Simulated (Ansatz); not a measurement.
```yaml
crystal:
  periodic: [false, false, false]
  atoms:
    - {symbol: N, position_ang: [-1.150270, 0.345954, -0.568743]}
    - {symbol: Al, position_ang: [0.330576, 0.149113, 0.362572]}
    - {symbol: O, position_ang: [1.304554, -1.187509, -0.020806]}
    - {symbol: H, position_ang: [-1.457678, -0.270110, -1.303289]}
    - {symbol: H, position_ang: [-1.808466, 1.095637, -0.436936]}
    - {symbol: H, position_ang: [0.716757, 1.179657, 1.495358]}
    - {symbol: H, position_ang: [2.125727, -1.380742, 0.426044]}
basis:
  gaussian: {orbitals: ANO-RCC-VTZP, final_grid: {core_spheres: 1, valence_spheres: 1, degree: 5}}
magnetization: {spin_polarized: true, initial_magnetization: 0}
hamiltonian: {xc: {name: r2SCAN}}
scf: {lower_state_search: light}
```

```sh
$ ansatz run in.yaml --threads 2 --pin off --events-out ev --progress --plain --max-ram 32768MiB --backend cpu
```

Shortened log:

```
Functional definition: r2SCAN
1048 factors; their error is unknown
mean field evaluation 1: about -10200.6772 eV, gradient 6.5e1 eV
mean field evaluation 2: about -10149.1052 eV, gradient 1.2e2 eV
mean field evaluation 4: about -10215.1431 eV, gradient 7.9e0 eV
mean field evaluation 8: about -10179.9124 eV, gradient 6.9e1 eV
mean field evaluation 16: about -10190.7803 eV, gradient 1.2e-1 eV
mean field evaluation 32: about -10190.7868 eV, gradient 1.5e-3 eV
a density is far from that of the atoms, so the factors are made again for it
1040 factors; integrals over basis functions are off by at most 6.4e-4 eV
mean field evaluation 64: about -10190.7810 eV, gradient 1.0e-5 eV
mean field -10190.78099170 eV, -374.5042938857 hartree, gradient 1.0e-5 eV, S^2 0.000000; 0 other end points of the search recorded, 0 dependent functions left out
reference -10190.78103859 eV, -374.5042956088 hartree; 16, 16 occupied and 134, 134 virtual orbitals, 1040 factors
Total energy: -10190.78103859 eV, -374.5042956088 hartree
Relativity: scalar
```

Something in this input is off. What?

The integration grid is far too coarse. The run converged. The result belongs to that input, not to the molecule as meant.
